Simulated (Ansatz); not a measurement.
Ga2O3 (C2/m, No. 12), treated with r²SCAN (plane waves, PAW; Ansatz, a first-principles code).

Run with plane-wave cutoff 600 eV, 12×12×6 k mesh (along the axes of the cell as run), scalar-relativistic PAW data made under PBE.

Computed at the level's own relaxed cell.

Elastic tensor (GPa, Voigt notation, ions relaxed):

```
  245.2   126.3   137.8     0.0   -19.1     0.0
  126.3   355.5    84.1     0.0    13.5     0.0
  137.8    84.1   356.0     0.0     8.9     0.0
    0.0     0.0     0.0    55.1     0.0    19.1
  -19.1    13.5     8.9     0.0    74.4     0.0
    0.0     0.0     0.0    19.1     0.0    99.1
```

**Question.** Work out the Voigt, Reuss and Hill averages of the bulk and shear moduli, Young's modulus and Poisson's ratio from the printed constants.

**Answer.** K_V = [C11 + C22 + C33 + 2(C12 + C13 + C23)]/9 = [956.7 + 2 × 348.2]/9 = 183.7 GPa. G_V = [956.7 − 348.2 + 3 × 228.6]/15 = 86.3 GPa. From the compliances S = C⁻¹, K_R = 181.4 and G_R = 73.5 GPa. Hill means: K = 182.6, G = 79.9 GPa. E = 9KG/(3K + G) = 209 GPa, ν = (3K − 2G)/(6K + 2G) = 0.31, K/G = 2.29.

Note: the relaxation could not lower the start's symmetry, so the cell can be a saddle point above a distorted one.

Static lattice: no zero-point or thermal effects.
